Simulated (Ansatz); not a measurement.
# CaFe₂P₂: computed properties

Theory: DFT r2SCAN, scalar-relativistic, plane waves, PAW (Ansatz 0.2.0).

Plane waves to 500 eV, a k mesh through Γ of 14×14×14 on the computed 5-atom cell and Gaussian smearing (0.10 eV); collinear spin from starting moments 0 2.81 2.81 0 0 μB.

The structure is relaxed at this level of theory with its symmetry kept. Whether it is the stable form of this composition wasn't checked.

```xyz
5
Lattice="-1.9330 1.9330 5.0255 1.9330 -1.9330 5.0255 1.9330 1.9330 -5.0255" Properties=species:S:1:pos:R:3 pbc="T T T"
Ca    0.0000    0.0000    0.0000
Fe    0.0000    1.9330    2.5127
Fe    1.9330    0.0000    2.5127
P     0.0000    0.0000    3.8322
P     0.0000    0.0000    6.2188
```

(1) Formation energy from the elements' standard states (uncorrected)?

(2) Density of states at the Fermi level?

(3) Löwdin character within 0.5 eV of the Fermi level?

(4) Bader charges (e)?

(5) Total moment?

(6) Site moments (μB; atoms counted from 1 over the whole cell)?

The state reached may not be the lowest one. Only parallel moments were tried here.

Only this magnetic start was tried.

## Answers

(1) -0.699 eV/atom.

(2) 2.61 states/eV per cell.

(3) Fe 3d 69 %, P 3p 15 %, unprojected 12 %.

(4) Ca (1 in the cell) 1.38, Fe (2 in the cell) 0.40, P (2 in the cell) -1.09.

(5) 5.16 μB per cell.

(6) Fe (atom 2) 2.56, Fe (atom 3) 2.56.

Cost: 1 run of about 8.6 core-minutes, on Oxide Virtual Turin-like Processor (Zen 5) (shared hosts).